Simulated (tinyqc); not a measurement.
Worked calculation (part 2 of 3): UHF in the sto-6g basis, for LiH, spin multiplicity 3. Computed by tinyqc, a small Python program that keeps every step (integrals from PySCF). Command: `OMP_NUM_THREADS=1 python tinyqc.py 23756 23757 out.jsonl` (the two numbers bound the seeds that draw the settings). One thread of a shared host (Intel(R) Xeon(R) Processor @ 2.60GHz), about 0.1 s of CPU time with the checks.

Geometry (angstrom):
```
atom         x         y         z
Li    0.000000  0.000000  0.000000
H     0.000000  0.000000  2.629000
```

## Iteration 2: diagonalisation and new density

extrapolated F(alpha) (hartree), order 1Li 1s, 1Li 2s, 1Li 2px, 1Li 2py, 1Li 2pz, 2H 1s:
$$\begin{pmatrix}
-2.280023 & -0.595971 & 0.011131 & -0.007715 & -0.009459 & -0.021705 \\
-0.595971 & -0.288834 & -0.005750 & 0.063061 & -0.039626 & -0.167604 \\
0.011131 & -0.005750 & 0.165189 & -0.013580 & -0.035071 & -0.029651 \\
-0.007715 & 0.063061 & -0.013580 & 0.122491 & -0.058083 & -0.025246 \\
-0.009459 & -0.039626 & -0.035071 & -0.058083 & 0.012149 & -0.243229 \\
-0.021705 & -0.167604 & -0.029651 & -0.025246 & -0.243229 & -0.433010
\end{pmatrix}$$

extrapolated F(beta) (hartree), order 1Li 1s, 1Li 2s, 1Li 2px, 1Li 2py, 1Li 2pz, 2H 1s:
$$\begin{pmatrix}
-2.290873 & -0.592207 & -0.000211 & -0.008335 & -0.003748 & -0.018406 \\
-0.592207 & -0.011263 & 0.002893 & -0.038678 & -0.036116 & -0.046856 \\
-0.000211 & 0.002893 & 0.239009 & 0.002347 & 0.006167 & 0.001343 \\
-0.008335 & -0.038678 & 0.002347 & 0.243524 & 0.007912 & -0.000840 \\
-0.003748 & -0.036116 & 0.006167 & 0.007912 & 0.231077 & -0.059166 \\
-0.018406 & -0.046856 & 0.001343 & -0.000840 & -0.059166 & 0.026223
\end{pmatrix}$$

X, order 1Li 1s, 1Li 2s, 1Li 2px, 1Li 2py, 1Li 2pz, 2H 1s:
$$\begin{pmatrix}
1.022111 & -0.124385 & 0.000000 & 0.000000 & -0.003222 & 0.013949 \\
-0.124385 & 1.035589 & 0.000000 & 0.000000 & 0.020084 & -0.098434 \\
0.000000 & 0.000000 & 1.000000 & 0.000000 & 0.000000 & 0.000000 \\
0.000000 & 0.000000 & 0.000000 & 1.000000 & 0.000000 & 0.000000 \\
-0.003222 & 0.020084 & 0.000000 & 0.000000 & 1.029100 & -0.143340 \\
0.013949 & -0.098434 & 0.000000 & 0.000000 & -0.143340 & 1.042410
\end{pmatrix}$$

Diagonalise F' = X^T F X, C = X C', fill 3 alpha and 1 beta electrons from the bottom; D(s) = C_occ C_occ^T. Each column has its largest component positive (the first on a tie).

F' = X^T F X (alpha) (hartree):
$$\begin{pmatrix}
-2.234963 & -0.314740 & 0.011791 & -0.015895 & -0.011749 & 0.019463 \\
-0.314740 & -0.162689 & -0.005124 & 0.067583 & -0.000181 & -0.120556 \\
0.011791 & -0.005124 & 0.165189 & -0.013580 & -0.031993 & -0.025160 \\
-0.015895 & 0.067583 & -0.013580 & 0.122491 & -0.054863 & -0.024306 \\
-0.011749 & -0.000181 & -0.031993 & -0.054863 & 0.075034 & -0.204464 \\
0.019463 & -0.120556 & -0.025160 & -0.024306 & -0.204464 & -0.366503
\end{pmatrix}$$

orbital energies (alpha) (hartree): MO1 -2.281831, MO2 -0.484506, MO3 -0.119495, MO4 0.122517, MO5 0.171056, MO6 0.190817

coefficients C (alpha), order 1Li 1s, 1Li 2s, 1Li 2px, 1Li 2py, 1Li 2pz, 2H 1s:
$$\begin{pmatrix}
0.992731 & -0.068907 & -0.240441 & -0.101586 & 0.041579 & -0.016226 \\
0.029121 & 0.220650 & 0.930865 & 0.398420 & -0.140213 & 0.059724 \\
-0.004384 & 0.054813 & -0.041324 & 0.409536 & 0.765073 & -0.492152 \\
0.002497 & 0.034104 & -0.335197 & 0.611716 & -0.599498 & -0.390997 \\
0.004862 & 0.220002 & -0.248721 & 0.547010 & 0.190335 & 0.796413 \\
-0.001683 & 0.856540 & -0.219816 & -0.453206 & -0.059148 & -0.355207
\end{pmatrix}$$

F' = X^T F X (beta) (hartree):
$$\begin{pmatrix}
-2.243245 & -0.342624 & -0.000577 & -0.003746 & -0.003984 & 0.015035 \\
-0.342624 & 0.113244 & 0.003014 & -0.038776 & -0.017698 & -0.059371 \\
-0.000577 & 0.003014 & 0.239009 & 0.002347 & 0.006212 & 0.000228 \\
-0.003746 & -0.038776 & 0.002347 & 0.243524 & 0.007513 & 0.001681 \\
-0.003984 & -0.017698 & 0.006212 & 0.007513 & 0.261548 & -0.100755 \\
0.015035 & -0.059371 & 0.000228 & 0.001681 & -0.100755 & 0.060071
\end{pmatrix}$$

orbital energies (beta) (hartree): MO1 -2.292116, MO2 -0.005633, MO3 0.166983, MO4 0.238575, MO5 0.261710, MO6 0.304634

coefficients C (beta), order 1Li 1s, 1Li 2s, 1Li 2px, 1Li 2py, 1Li 2pz, 2H 1s:
$$\begin{pmatrix}
0.994295 & -0.083514 & -0.227257 & -0.010559 & 0.112159 & -0.021256 \\
0.023216 & 0.295550 & 0.890468 & 0.040375 & -0.454883 & 0.092942 \\
0.000049 & -0.014509 & -0.032273 & 0.994744 & 0.034048 & 0.089849 \\
0.003614 & 0.038299 & 0.436514 & -0.023481 & 0.894641 & 0.083919 \\
0.002500 & 0.241715 & -0.137385 & -0.089605 & -0.039156 & 0.996563 \\
-0.003198 & 0.816345 & -0.354911 & 0.042286 & 0.189589 & -0.535655
\end{pmatrix}$$

D(alpha) after iteration 2, order 1Li 1s, 1Li 2s, 1Li 2px, 1Li 2py, 1Li 2pz, 2H 1s:
$$\begin{pmatrix}
1.048075 & -0.210113 & 0.001807 & 0.080724 & 0.049470 & -0.007841 \\
-0.210113 & 0.916043 & -0.026501 & -0.304426 & -0.182840 & -0.015672 \\
0.001807 & -0.026501 & 0.004731 & 0.015710 & 0.022316 & 0.056041 \\
0.080724 & -0.304426 & 0.015710 & 0.113527 & 0.090886 & 0.102889 \\
0.049470 & -0.182840 & 0.022316 & 0.090886 & 0.110287 & 0.243105 \\
-0.007841 & -0.015672 & 0.056041 & 0.102889 & 0.243105 & 0.781983
\end{pmatrix}$$

D(beta) after iteration 2, order 1Li 1s, 1Li 2s, 1Li 2px, 1Li 2py, 1Li 2pz, 2H 1s:
$$\begin{pmatrix}
0.988623 & 0.023083 & 0.000048 & 0.003593 & 0.002486 & -0.003180 \\
0.023083 & 0.000539 & 0.000001 & 0.000084 & 0.000058 & -0.000074 \\
0.000048 & 0.000001 & 0.000000 & 0.000000 & 0.000000 & 0.000000 \\
0.003593 & 0.000084 & 0.000000 & 0.000013 & 0.000009 & -0.000012 \\
0.002486 & 0.000058 & 0.000000 & 0.000009 & 0.000006 & -0.000008 \\
-0.003180 & -0.000074 & 0.000000 & -0.000012 & -0.000008 & 0.000010
\end{pmatrix}$$

## Iteration 3: building the Fock matrix

core Hamiltonian H = T + V (hartree), order 1Li 1s, 1Li 2s, 1Li 2px, 1Li 2py, 1Li 2pz, 2H 1s:
$$\begin{pmatrix}
-4.651686 & -0.986536 & 0.000000 & 0.000000 & -0.006306 & -0.029677 \\
-0.986536 & -1.291702 & 0.000000 & 0.000000 & -0.067532 & -0.248243 \\
0.000000 & 0.000000 & -1.062500 & 0.000000 & 0.000000 & 0.000000 \\
0.000000 & 0.000000 & 0.000000 & -1.062500 & 0.000000 & 0.000000 \\
-0.006306 & -0.067532 & 0.000000 & 0.000000 & -1.109493 & -0.359345 \\
-0.029677 & -0.248243 & 0.000000 & 0.000000 & -0.359345 & -1.074873
\end{pmatrix}$$

Two-electron integrals (ij|kl) in chemists' order, unique and non-zero (hartree):
```
(11|11) 1.681247   (21|11) 0.242603   (21|21) 0.044507   (22|11) 0.397190
(22|21) 0.090279   (22|22) 0.290625   (31|31) 0.009437   (32|31) 0.014261
(32|32) 0.064236   (33|11) 0.397190   (33|21) 0.090279   (33|22) 0.290625
(33|33) 0.313125   (41|41) 0.009437   (42|41) 0.014261   (42|42) 0.064236
(43|43) 0.016875   (44|11) 0.397190   (44|21) 0.090279   (44|22) 0.290625
(44|33) 0.279374   (44|44) 0.313125   (51|51) 0.009437   (52|51) 0.014261
(52|52) 0.064236   (53|53) 0.016875   (54|54) 0.016875   (55|11) 0.397190
(55|21) 0.090279   (55|22) 0.290625   (55|33) 0.279374   (55|44) 0.279374
(55|55) 0.313125   (61|11) 0.006891   (61|21) 0.001252   (61|22) 0.002623
(61|33) 0.002585   (61|44) 0.002585   (61|51) 0.000168   (61|52) 0.000364
(61|55) 0.002700   (61|61) 0.000039   (62|11) 0.045890   (62|21) 0.010728
(62|22) 0.041061   (62|33) 0.038669   (62|44) 0.038669   (62|51) 0.001591
(62|52) 0.012757   (62|55) 0.045846   (62|61) 0.000377   (62|62) 0.013783
(63|31) 0.000512   (63|32) 0.003084   (63|53) 0.001453   (63|63) 0.000551
(64|41) 0.000512   (64|42) 0.003084   (64|54) 0.001453   (64|64) 0.000551
(65|11) 0.065707   (65|21) 0.015426   (65|22) 0.060227   (65|33) 0.056248
(65|44) 0.056248   (65|51) 0.002489   (65|52) 0.020039   (65|55) 0.068187
(65|61) 0.000552   (65|62) 0.021552   (65|65) 0.033826   (66|11) 0.201275
(66|21) 0.047444   (66|22) 0.196691   (66|33) 0.182399   (66|44) 0.182399
(66|51) 0.006295   (66|52) 0.065024   (66|55) 0.225274   (66|61) 0.001668
(66|62) 0.091538   (66|65) 0.146179   (66|66) 0.774999
```

nuclear repulsion = 0.60385380 hartree

J_ij = sum D_kl (ij|kl) with D = D(alpha) + D(beta), K_ij = sum D_kl (ik|jl) for each spin; F = H + J - K(s); E = tr D H + tr D J / 2 - 0.5 sum_s tr D(s) K(s) + E_nn.

Coulomb J (hartree), order 1Li 1s, 1Li 2s, 1Li 2px, 1Li 2py, 1Li 2pz, 2H 1s:
$$\begin{pmatrix}
3.976030 & 0.625078 & -0.000663 & -0.006984 & 0.001846 & 0.018019 \\
0.625078 & 1.289736 & -0.003006 & -0.036060 & 0.038181 & 0.213837 \\
-0.000663 & -0.003006 & 1.274290 & 0.000530 & 0.000916 & -0.000035 \\
-0.006984 & -0.036060 & 0.000530 & 1.277963 & 0.003367 & -0.001413 \\
0.001846 & 0.038181 & 0.000916 & 0.003367 & 1.316958 & 0.320430 \\
0.018019 & 0.213837 & -0.000035 & -0.001413 & 0.320430 & 1.269971
\end{pmatrix}$$

exchange K(alpha) (hartree), order 1Li 1s, 1Li 2s, 1Li 2px, 1Li 2py, 1Li 2pz, 2H 1s:
$$\begin{pmatrix}
1.703017 & 0.247609 & -0.001862 & 0.001318 & 0.001930 & 0.008268 \\
0.247609 & 0.305141 & -0.006875 & -0.095294 & -0.028118 & 0.115088 \\
-0.001862 & -0.006875 & 0.069032 & 0.004654 & 0.009845 & 0.010439 \\
0.001318 & -0.095294 & 0.004654 & 0.101262 & 0.032862 & 0.011607 \\
0.001930 & -0.028118 & 0.009845 & 0.032862 & 0.158207 & 0.183241 \\
0.008268 & 0.115088 & 0.010439 & 0.011607 & 0.183241 & 0.682691
\end{pmatrix}$$

exchange K(beta) (hartree), order 1Li 1s, 1Li 2s, 1Li 2px, 1Li 2py, 1Li 2pz, 2H 1s:
$$\begin{pmatrix}
1.673300 & 0.249936 & 0.000020 & 0.001470 & 0.000806 & 0.007428 \\
0.249936 & 0.048252 & 0.000005 & 0.000405 & 0.000221 & 0.001444 \\
0.000020 & 0.000005 & 0.010019 & 0.000000 & 0.000000 & 0.000000 \\
0.001470 & 0.000405 & 0.000000 & 0.010023 & 0.000002 & 0.000013 \\
0.000806 & 0.000221 & 0.000000 & 0.000002 & 0.010005 & 0.000206 \\
0.007428 & 0.001444 & 0.000000 & 0.000013 & 0.000206 & 0.000050
\end{pmatrix}$$

F(alpha) (hartree), order 1Li 1s, 1Li 2s, 1Li 2px, 1Li 2py, 1Li 2pz, 2H 1s:
$$\begin{pmatrix}
-2.378674 & -0.609067 & 0.001199 & -0.008302 & -0.006390 & -0.019926 \\
-0.609067 & -0.307106 & 0.003869 & 0.059234 & -0.001233 & -0.149493 \\
0.001199 & 0.003869 & 0.142759 & -0.004124 & -0.008929 & -0.010474 \\
-0.008302 & 0.059234 & -0.004124 & 0.114201 & -0.029495 & -0.013020 \\
-0.006390 & -0.001233 & -0.008929 & -0.029495 & 0.049257 & -0.222156 \\
-0.019926 & -0.149493 & -0.010474 & -0.013020 & -0.222156 & -0.487594
\end{pmatrix}$$

F(beta) (hartree), order 1Li 1s, 1Li 2s, 1Li 2px, 1Li 2py, 1Li 2pz, 2H 1s:
$$\begin{pmatrix}
-2.348957 & -0.611394 & -0.000683 & -0.008454 & -0.005266 & -0.019086 \\
-0.611394 & -0.050218 & -0.003011 & -0.036465 & -0.029572 & -0.035850 \\
-0.000683 & -0.003011 & 0.201772 & 0.000530 & 0.000916 & -0.000035 \\
-0.008454 & -0.036465 & 0.000530 & 0.205440 & 0.003365 & -0.001426 \\
-0.005266 & -0.029572 & 0.000916 & 0.003365 & 0.197459 & -0.039121 \\
-0.019086 & -0.035850 & -0.000035 & -0.001426 & -0.039121 & 0.195047
\end{pmatrix}$$

total energy of this density = -7.84685237 hartree

## Iteration 3: DIIS over 3 matrices

error matrix X^T (FDS - SDF) X (alpha):
$$\begin{pmatrix}
0.000000 & -0.001875 & 0.010062 & -0.005149 & -0.005016 & -0.001525 \\
0.001875 & 0.000000 & -0.001438 & 0.015976 & -0.002621 & 0.023033 \\
-0.010062 & 0.001438 & 0.000000 & 0.000002 & 0.006362 & 0.025171 \\
0.005149 & -0.015976 & -0.000002 & 0.000000 & 0.009487 & 0.024655 \\
0.005016 & 0.002621 & -0.006362 & -0.009487 & 0.000000 & 0.058712 \\
0.001525 & -0.023033 & -0.025171 & -0.024655 & -0.058712 & 0.000000
\end{pmatrix}$$

B (overlaps of the stored error matrices):
$$\begin{pmatrix}
4.7770210e+00 & 2.2347678e-01 & 4.6607923e-02 \\
2.2347678e-01 & 8.9950501e-02 & 3.0281532e-02 \\
4.6607923e-02 & 3.0281532e-02 & 1.1604998e-02
\end{pmatrix}$$

Minimise |sum c_i e_i|^2 with sum c_i = 1: solve [B -1; -1 0][c; lambda] = [0; -1] with B_ij = tr e_i^T e_j summed over both spins, and take F = sum c_i F_i.

DIIS coefficients: [0.009075, -0.490630, 1.481555]

extrapolated F(alpha) (hartree), order 1Li 1s, 1Li 2s, 1Li 2px, 1Li 2py, 1Li 2pz, 2H 1s:
$$\begin{pmatrix}
-2.420275 & -0.614480 & -0.004211 & -0.008359 & -0.004754 & -0.019300 \\
-0.614480 & -0.315079 & 0.008397 & 0.057392 & 0.017268 & -0.141136 \\
-0.004211 & 0.008397 & 0.133057 & 0.000355 & 0.003741 & -0.001153 \\
-0.008359 & 0.057392 & 0.000355 & 0.111194 & -0.015533 & -0.007211 \\
-0.004754 & 0.017268 & 0.003741 & -0.015533 & 0.068045 & -0.212480 \\
-0.019300 & -0.141136 & -0.001153 & -0.007211 & -0.212480 & -0.514863
\end{pmatrix}$$

extrapolated F(beta) (hartree), order 1Li 1s, 1Li 2s, 1Li 2px, 1Li 2py, 1Li 2pz, 2H 1s:
$$\begin{pmatrix}
-2.376749 & -0.620846 & -0.000911 & -0.008536 & -0.006040 & -0.019409 \\
-0.620846 & -0.067937 & -0.005640 & -0.035319 & -0.025975 & -0.030180 \\
-0.000911 & -0.005640 & 0.184791 & -0.000226 & -0.001225 & -0.000549 \\
-0.008536 & -0.035319 & -0.000226 & 0.187889 & 0.001336 & -0.001639 \\
-0.006040 & -0.025975 & -0.001225 & 0.001336 & 0.182796 & -0.028980 \\
-0.019409 & -0.030180 & -0.000549 & -0.001639 & -0.028980 & 0.277324
\end{pmatrix}$$

## Iteration 3: diagonalisation and new density

As before.

F' = X^T F X (alpha) (hartree):
$$\begin{pmatrix}
-2.377211 & -0.313053 & -0.005377 & -0.015733 & -0.013385 & 0.017145 \\
-0.313053 & -0.192123 & 0.009408 & 0.060872 & 0.052238 & -0.088775 \\
-0.005377 & 0.009408 & 0.133057 & 0.000355 & 0.004197 & -0.002623 \\
-0.015733 & 0.060872 & 0.000355 & 0.111194 & -0.013771 & -0.011056 \\
-0.013385 & 0.052238 & 0.004197 & -0.013771 & 0.125638 & -0.171757 \\
0.017145 & -0.088775 & -0.002623 & -0.011056 & -0.171757 & -0.467493
\end{pmatrix}$$

orbital energies (alpha) (hartree): MO1 -2.421227, MO2 -0.528088, MO3 -0.166244, MO4 0.125565, MO5 0.132976, MO6 0.190080

coefficients C (alpha), order 1Li 1s, 1Li 2s, 1Li 2px, 1Li 2py, 1Li 2pz, 2H 1s:
$$\begin{pmatrix}
0.994890 & -0.037082 & -0.246787 & -0.053722 & -0.014758 & -0.072098 \\
0.020875 & 0.112144 & 0.978185 & 0.203402 & 0.048702 & 0.290526 \\
0.001567 & -0.000638 & -0.028547 & -0.266430 & 0.955598 & 0.122591 \\
0.002817 & 0.002697 & -0.227219 & 0.939794 & 0.246968 & 0.064425 \\
0.002196 & 0.108763 & -0.225430 & -0.081682 & -0.156831 & 0.993019 \\
-0.002433 & 0.940357 & -0.186494 & -0.028966 & 0.043670 & -0.441866
\end{pmatrix}$$

F' = X^T F X (beta) (hartree):
$$\begin{pmatrix}
-2.326572 & -0.355046 & -0.000233 & -0.004359 & -0.007314 & 0.016781 \\
-0.355046 & 0.057817 & -0.005698 & -0.035326 & -0.010764 & -0.062050 \\
-0.000233 & -0.005698 & 0.184791 & -0.000226 & -0.001292 & 0.000146 \\
-0.004359 & -0.035326 & -0.000226 & 0.187889 & 0.000928 & 0.001458 \\
-0.007314 & -0.010764 & -0.001292 & 0.000928 & 0.206988 & -0.098553 \\
0.016781 & -0.062050 & 0.000146 & 0.001458 & -0.098553 & 0.319266
\end{pmatrix}$$

orbital energies (beta) (hartree): MO1 -2.378402, MO2 0.070770, MO3 0.162734, MO4 0.184913, MO5 0.203891, MO6 0.386273

coefficients C (beta), order 1Li 1s, 1Li 2s, 1Li 2px, 1Li 2py, 1Li 2pz, 2H 1s:
$$\begin{pmatrix}
0.993424 & -0.228531 & 0.080870 & 0.004069 & 0.100372 & 0.068103 \\
0.026593 & 0.864336 & -0.321828 & -0.015339 & -0.402704 & -0.290252 \\
0.000413 & 0.045523 & -0.035585 & 0.994921 & 0.081950 & 0.008775 \\
0.003666 & 0.244013 & -0.443681 & -0.097862 & 0.855968 & 0.036504 \\
0.003489 & 0.281726 & 0.727598 & -0.008023 & 0.321755 & -0.606330 \\
-0.003700 & 0.224544 & 0.302198 & -0.012215 & 0.049188 & 0.986267
\end{pmatrix}$$

D(alpha) after iteration 3, order 1Li 1s, 1Li 2s, 1Li 2px, 1Li 2py, 1Li 2pz, 2H 1s:
$$\begin{pmatrix}
1.052085 & -0.224793 & 0.008628 & 0.058777 & 0.053785 & 0.008734 \\
-0.224793 & 0.969859 & -0.027963 & -0.221901 & -0.208269 & -0.077021 \\
0.008628 & -0.027963 & 0.000818 & 0.006489 & 0.006369 & 0.004720 \\
0.058777 & -0.221901 & 0.006489 & 0.051643 & 0.051521 & 0.044904 \\
0.053785 & -0.208269 & 0.006369 & 0.051521 & 0.062653 & 0.144312 \\
0.008734 & -0.077021 & 0.004720 & 0.044904 & 0.144312 & 0.919058
\end{pmatrix}$$

D(beta) after iteration 3, order 1Li 1s, 1Li 2s, 1Li 2px, 1Li 2py, 1Li 2pz, 2H 1s:
$$\begin{pmatrix}
0.986891 & 0.026418 & 0.000410 & 0.003642 & 0.003466 & -0.003676 \\
0.026418 & 0.000707 & 0.000011 & 0.000097 & 0.000093 & -0.000098 \\
0.000410 & 0.000011 & 0.000000 & 0.000002 & 0.000001 & -0.000002 \\
0.003642 & 0.000097 & 0.000002 & 0.000013 & 0.000013 & -0.000014 \\
0.003466 & 0.000093 & 0.000001 & 0.000013 & 0.000012 & -0.000013 \\
-0.003676 & -0.000098 & -0.000002 & -0.000014 & -0.000013 & 0.000014
\end{pmatrix}$$
